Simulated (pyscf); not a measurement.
## Four-centre exchange: `[GeH3][O][GeH3]` + `[ClH]` → `[Cl][GeH3]` + `[OH][GeH3]`

Gas phase, singlet surface, charge 0. Bonds broken: Ge1–O2, Cl10–H11. Bonds formed: Ge1–Cl10, O2–H11. Optimised with ωB97X-D3(BJ)/def2-SVP in PySCF.

Transition state (Å):

```xyz
11

Ge    -2.3365     0.9351    -0.2206
O     -0.6396     0.1229     0.3088
Ge     0.8356    -0.1026    -0.7568
H     -2.0347     0.4112    -1.6701
H     -3.5775     0.1794     0.2369
H     -2.3461     2.4547    -0.3648
H      1.9671    -0.3664     0.2352
H      0.5102    -1.2979    -1.6466
H      1.0111     1.2002    -1.5372
Cl    -1.8807     1.4062     2.2939
H     -0.6253     0.4393     1.2783
```

One imaginary mode, 108i cm⁻¹; descent along it reached the two sides named, in the forms told below.

```json
[
 {"bond": "Ge1–O2", "change": "breaks", "reactant side (Å)": "1.794", "saddle": "1.954", "product side": "3.1"},
 {"bond": "Cl10–H11", "change": "breaks", "reactant side (Å)": "1.313", "saddle": "1.882", "product side": "2.488"},
 {"bond": "Ge1–Cl10", "change": "forms", "reactant side (Å)": "3.8", "saddle": "2.599", "product side": "2.184"},
 {"bond": "O2–H11", "change": "forms", "reactant side (Å)": "1.723", "saddle": "1.020", "product side": "0.966"}
]
```

Electronic energies relative to the separated reactants (kJ/mol):

| level | barrier | reaction energy | reverse barrier |
|---|---|---|---|
| ωB97X-D3(BJ)/def2-TZVP | 22.2 | -41.2 | 63.4 |
| PBE/def2-TZVP | 18.0 | -46.6 | 64.6 |
| r²SCAN/def2-TZVP | 20.3 | -41.5 | 61.8 |
| B3LYP-D3(BJ)/def2-TZVP | 21.5 | -40.3 | 61.7 |
| PBE0-D3(BJ)/def2-TZVP | 16.1 | -45.2 | 61.3 |
| M06-2X/def2-TZVP | 19.8 | -36.0 | 55.8 |
| ωB97M-D3(BJ)/def2-TZVP | 26.0 | -41.7 | 67.7 |
| HF/def2-TZVP | 71.1 | -40.9 | 112.0 |

With ωB97M-D3(BJ)/def2-TZVP energies and thermal terms (ideal gas, 1 atm, RRHO with modes under 100 cm⁻¹ raised to 100, one conformer, R ln 2 for chiral ones without a mode under 150 cm⁻¹), in kJ/mol:

| T (K) | ΔH‡ | ΔG‡ | ΔH | ΔG |
|---|---|---|---|---|
| 298 | 32.9 | 76.9 | -35.7 | -39.7 |
| 600 | 31.8 | 122.0 | -37.7 | -42.8 |
| 900 | 32.0 | 167.1 | -39.4 | -45.0 |
| 1200 | 32.6 | 212.0 | -41.2 | -46.6 |

On the reactant side the descent ends in a complex, 29.1 kJ/mol under the separated species and 51.3 kJ/mol under the saddle at ωB97X-D3(BJ)/def2-TZVP. On the product side the descent ends in a complex, 22.7 kJ/mol under the separated species and 86.0 kJ/mol under the saddle at ωB97X-D3(BJ)/def2-TZVP. This is the saddle that the search found; another between the same sides may lie lower. Elements up to Kr have no core potential and no relativistic terms here.
